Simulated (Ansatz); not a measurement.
# SiH₃+ (singlet): wave-function methods side by side, aug-cc-pVDZ

An exercise on one series of results from a longer session: the logs are not shown, and one member is left open.

Computed with Ansatz 0.2.0, Gaussian basis. Level: aug-cc-pVDZ, core rule «outside noble gas», up to 5 orbitals frozen.

Plan: UHF; CCSD(T) on RHF; BCCD(T) on RHF; CISD; CCSDT(Q) on RHF; CCSDTQ on RHF; Full CI.

5 further runs of the same task are left out: 2 for a known fault of the program, 3 set aside as unsound or not needed.

**The geometry**

The geometry is a PBE0/def2-TZVP stationary point (not a proven minimum).

4 atoms, charge 1, spin multiplicity 1.

Atoms are counted from 1 here; the program's logs count them from 0.

Bond lengths: Si1–H2 1.472 Å, Si1–H3 1.472 Å, Si1–H4 1.472 Å. Angles: H2–Si1–H3 120.0°, H2–Si1–H4 120.0°, H3–Si1–H4 120.0°.

The first run:

File in.yaml:

```yaml
crystal:
  periodic: [false, false, false]
  atoms:
    - {symbol: Si, position_ang: [0.000000, 0.000000, 0.000000]}
    - {symbol: H, position_ang: [1.471943, 0.014227, -0.000096]}
    - {symbol: H, position_ang: [-0.748293, 1.267623, -0.002905]}
    - {symbol: H, position_ang: [-0.723650, -1.281850, 0.003001]}
basis:
  gaussian: {orbitals: aug-cc-pVDZ}
total_charge: 1
magnetization: {spin_polarized: true, initial_magnetization: 0}
hamiltonian: {xc: hf}
output: {orbitals: {seedname: orbitals}}
```

Launch:

```bash
ansatz run in.yaml --threads 1 --pin off --events-out ev --progress --plain --max-ram 4096MiB --backend cpu
```

Among the steps run: UHF; CCSD(T) on RHF; BCCD(T) on RHF; CISD; CCSDT(Q) on RHF; CCSDTQ on RHF; Full CI.

One of the session's tables, all rows but one given; the rest of the session is left out.

```
   method  from FCI (kJ/mol)
      RHF                  ?
     RMP2              +72.0
     CISD              +15.6
    RCCSD               +5.8
 RCCSD(T)               +1.4
  BCCD(T)               +1.4
   RCCSDT               +0.1
RCCSDT(Q)                0.0
  RCCSDTQ                0.0
      FCI                  0
```

Estimate the missing values for RHF.

The run gave: from FCI (kJ/mol): +298.6. In the column «from FCI (kJ/mol)» it is the highest.
